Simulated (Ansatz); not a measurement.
## Ansatz (development build ahead of 0.2.0) run

```yaml
crystal:
  periodic: [false, false, false]
  atoms:
    - { symbol: Si, position_ang: [0.0, 0.0, 0.0] }
    - { symbol: H, position_ang: [0.0, 0.0, 1.988] }
    - { symbol: H, position_ang: [0.0, 1.8017, -0.8402] }
basis:
  gaussian: { orbitals: pcseg-2 }
magnetization:
  spin_polarized: true
hamiltonian:
  xc: hf
```

The input is written out in the form of the current development build from the run's settings.

The run gave:

```yaml
Converged: yes
Total_energy: -289.94002 hartree
Spin_squared_of_the_determinant: 0.412
Stability_test: minimum
```

Caution: the unrestricted determinant is spin contaminated.
